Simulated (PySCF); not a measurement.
Compound: HCN.
SMILES: `C#N`

Level of theory: PBE0-D3(BJ)/def2-SVP geometry optimisation, gas phase (PySCF 2.14.0).

Take the most abundant isotopes and a rigid rotor. 

What are the moment of inertia and the rotational constant?

I = 11.407 u·Å², B = 505379 MHz·u·Å²/I = 44303 MHz (1.4778 cm⁻¹, or 2.126 K as hB/k).

List the first levels of a rigid rotor in a Σ state.

E(J) = BJ(J+1): J = 1: 2.956, J = 2: 8.867, J = 3: 17.733, J = 4: 29.556, J = 5: 44.334, J = 6: 62.067 cm⁻¹.

Where do the first rotational lines fall?

The dipole is 2.90 D; J+1 ← J lies at 2B(J+1): 1 ← 0 at 88.61 GHz, 2 ← 1 at 177.21 GHz, 3 ← 2 at 265.82 GHz, 4 ← 3 at 354.42 GHz, 5 ← 4 at 443.03 GHz, 6 ← 5 at 531.63 GHz.

Estimate the classical rotational partition function at 25 K, 50 K and 200 K.

Point group C∞v, symmetry number σ = 1; q = kT/(σhB), k/h = 20836.6 MHz/K: 11.8 at 25 K, 23.5 at 50 K, 94.1 at 200 K.

PBE0-D3(BJ)/def2-SVP frequencies: not computed here. These are rigid-rotor constants of the computed structure; measured ground-state constants (B0) also hold zero-point vibration.
